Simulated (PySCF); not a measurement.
Run record: excited-state job, `C/C=C(/C)CC`.

Computed with TDDFT wB97X-D/def2-SVPD, vertical, gas phase, core orbitals frozen in the response (PySCF 2.14.0, density-fitted response routines). Geometry: PBE0-D3(BJ)/def2-SVP. A driver script takes a list of jobs; this job's settings line and coordinates (Å) are shown.

Input:
```
{"job": {"kind": "uv", "xc": "wB97X-D", "basis": "def2-SVPD", "ip": true}, "charge": 0, "multiplicity": 1}
C     -2.026205    -0.972334    -0.957683
C     -1.397406     0.289034    -0.464243
C     -0.108348     0.493924    -0.147653
C      0.361532     1.825844     0.360186
C      0.952855    -0.574455    -0.233729
C      1.201546    -1.276352     1.100069
H     -2.800187    -1.326353    -0.255358
H     -2.535000    -0.811438    -1.923259
H     -1.303204    -1.789082    -1.090092
H     -2.082245     1.138610    -0.344520
H      0.847513     1.730323     1.346385
H      1.116165     2.261438    -0.317351
H     -0.465674     2.543091     0.459162
H      1.893315    -0.113015    -0.582050
H      0.684185    -1.323875    -0.993909
H      1.480343    -0.560288     1.888942
H      2.015327    -2.013613     1.019523
H      0.296358    -1.803112     1.439189
```

Task: Give the output.

Result: 
```
coarse grid: 13960 points
cycle   1  E = -235.5535148599  dE =  5.290e-01  |g| = 2.596e-01  |ddm| = 7.063e+00
cycle   2  E = -235.5683627552  dE = -1.485e-02  |g| = 1.577e-01  |ddm| = 1.110e+00
cycle   3  E = -235.5748900757  dE = -6.527e-03  |g| = 2.546e-02  |ddm| = 4.524e-01
cycle   4  E = -235.5751080034  dE = -2.179e-04  |g| = 5.412e-03  |ddm| = 1.043e-01
cycle   5  E = -235.5751159705  dE = -7.967e-06  |g| = 1.764e-03  |ddm| = 2.199e-02
final grid: 131712 points
cycle   6  E = -235.6149733129  dE = -9.941e-05  |g| = 3.345e-03  |ddm| = 2.556e-01
cycle   7  E = -235.6149756375  dE = -2.325e-06  |g| = 2.376e-03  |ddm| = 2.847e-02
cycle   8  E = -235.6149769463  dE = -1.309e-06  |g| = 5.312e-04  |ddm| = 6.546e-03
cycle   9  E = -235.6149770150  dE = -6.864e-08  |g| = 2.801e-04  |ddm| = 3.083e-03
cycle  10  E = -235.6149770353  dE = -2.031e-08  |g| = 3.416e-05  |ddm| = 6.031e-04
cycle  11  E = -235.6149770359  dE = -6.023e-10  |g| = 1.113e-05  |ddm| = 2.294e-04
converged SCF energy = -235.6149770359

Static polarisability (au): isotropic 76.190, principal 61.939 74.635 91.998

Singlet excitations
state   eV       nm        f      main configurations
  1   6.7177    184.6   0.03864   H->L 0.72, H->L+1 0.14
  2   7.0410    176.1   0.42321   H->L+1 0.77, H->L 0.18
  3   7.5440    164.3   0.02190   H->L+2 0.91
  4   7.7465    160.1   0.02077   H->L+3 0.43, H->L+4 0.30, H->L+5 0.09
  5   7.9674    155.6   0.00687   H->L+4 0.56, H->L+3 0.34
  6   8.1483    152.2   0.00406   H-1->L+1 0.48, H-1->L 0.40
  7   8.4695    146.4   0.03202   H->L+6 0.84
  8   8.6954    142.6   0.02184   H->L+5 0.68, H->L+7 0.12
  9   8.8208    140.6   0.00382   H-2->L 0.38, H-2->L+1 0.30, H-3->L+1 0.10
 10   8.9123    139.1   0.02006   H->L+7 0.70, H->L+5 0.10

Triplet excitations (Tamm-Dancoff, eV): 4.3226 6.7316 7.4986 7.6696
Vertical ionisation energy (delta-SCF) = 8.5843 eV
```

The SCF starts on a coarse grid where the log names one; the energy can jump when the final grid takes over, and dE then counts from the start density on the new grid. H and L stand for HOMO and LUMO; the number after each pair is its weight.

Task: Give the mean polarisability as a volume in Å³, and the ratio of the largest to the smallest principal value.

Result: 76.190 au × 0.148185 = 11.29 Å³; 91.998/61.939 = 1.49.

Task: Which computed singlet has the largest oscillator strength, and what do all of them sum to?

Result: State 2 at 7.04 eV (176 nm), f = 0.423; the 10 states sum to 0.593.

In short: HOMO -8.42 eV, LUMO 2.28 eV; lowest singlet 6.72 eV; lowest triplet 4.32 eV (Tamm–Dancoff); mean polarisability 76.2 au.

Hardware: an Arm Neoverse V2 with one thread, no GPU, shared host. Cost: 52 s of wall time.

One conformer stands for the species.
Labels such as C1 count atoms from 1, the log's own numbers from 0.

Note: wB97X-D ran without an empirical dispersion term, which enters the total energy and its gradient alone.
